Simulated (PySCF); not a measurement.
# SiH2SF (SMILES F[SiH2][S]): UHF/6-31+G(d) (spherical functions)

Aim: the vertical ionisation energy of SiH2SF at UHF/6-31+G* (spherical functions), from 2 runs. Input form: a Python script.

The calculation is run with PySCF 2.14.0.

**1. Starting point**

SiH2SF: 5 atoms, total charge 0, spin state doublet. As SMILES, `F[SiH2][S]`. Geometry: relaxed at PBE0-D4/def2-TZVP.

Bond lengths: F1–Si2 1.596 Å, Si2–S3 2.099 Å, Si2–H4 1.482 Å, Si2–H5 1.482 Å. Angles: F1–Si2–S3 114.0°, F1–Si2–H4 107.4°, F1–Si2–H5 107.4°, S3–Si2–H4 107.4°, S3–Si2–H5 107.4°, H4–Si2–H5 113.3°.

**2. A single-point energy at UHF/6-31+G(d) (spherical functions)**

input.py reads:

```python
# F[SiH2][S]
from pyscf import gto

mol = gto.M(
    atom='''
F     -0.324300    -0.023300     1.585400
Si     0.086000    -0.081000     0.044500
S     -1.148000     1.061300    -1.211000
H     -0.023500    -1.493100    -0.391000
H      1.459700     0.462600    -0.069300
''',
    basis='6-31+g*',
    max_memory=1860,
    verbose=4,
    spin=1,
)

myscf = mol.UHF()
myscf.conv_tol = 1e-10
myscf.kernel()
if not myscf.converged:
    myscf = myscf.newton().run(myscf.mo_coeff, myscf.mo_occ)

etot = myscf.e_tot
print(f'total energy: {etot:.8f} hartree')
```

On the command line:

```sh
OMP_NUM_THREADS=1 python input.py
```

Log:

```text
PySCF version 2.14.0

[INPUT] num. atoms = 5
[INPUT] num. electrons = 41
[INPUT] charge = 0
[INPUT] spin (= nelec alpha-beta = 2S) = 1
[INPUT] symmetry False subgroup None
[INPUT] Mole.unit = angstrom
[INPUT] Symbol           X                Y                Z      unit          X                Y                Z       unit  Magmom
[INPUT]  1 F     -0.324300000000  -0.023300000000   1.585400000000 AA   -0.612838182196  -0.044030618702   2.995971797885 Bohr   0.0
[INPUT]  2 Si     0.086000000000  -0.081000000000   0.044500000000 AA    0.162516446713  -0.153067816090   0.084092812543 Bohr   0.0
[INPUT]  3 S     -1.148000000000   1.061300000000  -1.211000000000 AA   -2.169405591001   2.005566336001  -2.288458336848 Bohr   0.0
[INPUT]  4 H     -0.023500000000  -1.493100000000  -0.391000000000 AA   -0.044408563927  -2.821550076588  -0.738882914705 Bohr   0.0
[INPUT]  5 H      1.459700000000   0.462600000000  -0.069300000000 AA    2.758433224028   0.874187305224  -0.130958020432 Bohr   0.0

nuclear repulsion = 142.643701804026
number of shells = 32
number of NR pGTOs = 149
number of NR cGTOs = 66
basis = 6-31+g*
ecp = {}

******** <class 'pyscf.scf.uhf.UHF'> ********
method = UHF
initial guess = minao
damping factor = 0
level_shift factor = 0
DIIS = <class 'pyscf.scf.diis.CDIIS'>
diis_start_cycle = 1
diis_space = 8
diis_damp = 0
SCF conv_tol = 1e-10
SCF conv_tol_grad = None
SCF max_cycles = 50
direct_scf = True
direct_scf_tol = 1e-13
number electrons alpha = 21  beta = 20
Set gradient conv threshold to 1e-05
init E= -786.98756372345
[... the frontier-level lines of each cycle are left out ...]

cycle= 1 E= -786.998974170107  delta_E= -0.0114  |g|= 0.358  |ddm|= 1.42
cycle= 2 E= -787.075189447862  delta_E= -0.0762  |g|= 0.205  |ddm|= 0.564
cycle= 3 E= -787.094904028876  delta_E= -0.0197  |g|= 0.0468  |ddm|= 0.19
cycle= 4 E= -787.098686976175  delta_E= -0.00378  |g|= 0.0172  |ddm|= 0.111
cycle= 5 E= -787.099199673263  delta_E= -0.000513  |g|= 0.00629  |ddm|= 0.0405
cycle= 6 E= -787.099290247402  delta_E= -9.06e-05  |g|= 0.00287  |ddm|= 0.0223
cycle= 7 E= -787.099310298462  delta_E= -2.01e-05  |g|= 0.00107  |ddm|= 0.0136
cycle= 8 E= -787.099313003652  delta_E= -2.71e-06  |g|= 0.000338  |ddm|= 0.00509
cycle= 9 E= -787.099313263608  delta_E= -2.6e-07  |g|= 0.000109  |ddm|= 0.00143
cycle= 10 E= -787.099313289717  delta_E= -2.61e-08  |g|= 2.97e-05  |ddm|= 0.000428
cycle= 11 E= -787.099313291679  delta_E= -1.96e-09  |g|= 6.87e-06  |ddm|= 0.000142
cycle= 12 E= -787.099313291759  delta_E= -7.92e-11  |g|= 2.85e-06  |ddm|= 2.62e-05
Extra cycle  E= -787.099313291767  delta_E= -8.53e-12  |g|= 1.75e-06  |ddm|= 6.63e-06
converged SCF energy = -787.099313291767  <S^2> = 0.75770567  2S+1 = 2.0076909
total energy: -787.09931329 hartree
```

It took 1.3 s on 1 thread of Arm Neoverse V2, shared host; peak memory 0.14 GiB.

**3. The singlet cation**

job.py reads:

```python
from pyscf import gto, scf

mol = gto.M(
    atom='''
F   -0.324300  -0.023300   1.585400
Si   0.086000  -0.081000   0.044500
S   -1.148000   1.061300  -1.211000
H   -0.023500  -1.493100  -0.391000
H    1.459700   0.462600  -0.069300
''',
    basis='6-31+g*',
    max_memory=1860,
    verbose=3,
    charge=1,
)

hf = scf.RHF(mol)
hf.conv_tol = 1e-10
hf.kernel()
if not hf.converged:
    hf = hf.newton().run(hf.mo_coeff, hf.mo_occ)

e_final = hf.e_tot
print('E = %.10f Eh' % e_final)
```

On the command line:

```sh
OMP_NUM_THREADS=1 python job.py
```

Log:

```text
converged SCF energy = -786.679976749934
E = -786.6799767499 Eh
```

Wall time 1 s (1 thread of Arm Neoverse V2, shared host); peak memory 0.12 GiB.

**4. Results**

At UHF/6-31+G* (spherical functions):

| quantity | value |
| --- | --- |
| doublet SiH2SF: total energy | -787.09931 Eh |
| doublet SiH2SF: dipole moment | 1.42 D |
| doublet SiH2SF: HOMO energy (highest over α and β) | -10.71 eV |
| doublet SiH2SF: LUMO energy (lowest over α and β) | -0.65 eV |
| doublet SiH2SF: ⟨S²⟩ | 0.758 |
| singlet cation: total energy | -786.67998 Eh |
| singlet cation: HOMO energy | -19.43 eV |
| singlet cation: LUMO energy | -10.15 eV |
| singlet cation: HOMO–LUMO gap | 9.28 eV |
| vertical ionisation energy (to the singlet cation) | 11.411 eV |

What this shows: Removing an electron at fixed nuclei costs 11.41 eV (1101 kJ/mol). Only the singlet of the ionised species was computed; a triplet could lie lower.
